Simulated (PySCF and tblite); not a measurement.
Results of a calculation; reference values are marked as such.
System: C4H7NS, numbered as in [CH2:1]=[CH:2][C:3](=[S:4])[NH:5][CH3:6].

Motion: rotation about the C2–C3 bond (torsion C1–C2–C3–S4 from 0° to 160°, rising). GFN2-xTB gives an electronic barrier of 4.0 kcal/mol and a reaction energy of 0.6 kcal/mol.

(1) What does PBE0/pcSseg-1 + D3(BJ) give on GFN2-xTB geometries?

Programs: tblite and PySCF.

Answers

(1) A barrier of 3.8 kcal/mol, 0.2 below the tight-binding barrier (from unrounded values), a reaction energy of 0.7 kcal/mol and, with GFN2-xTB thermal terms, ΔG‡(298 K) = 3.9 kcal/mol and k = 1.8×10¹⁰ s⁻¹ (2 equivalent paths).
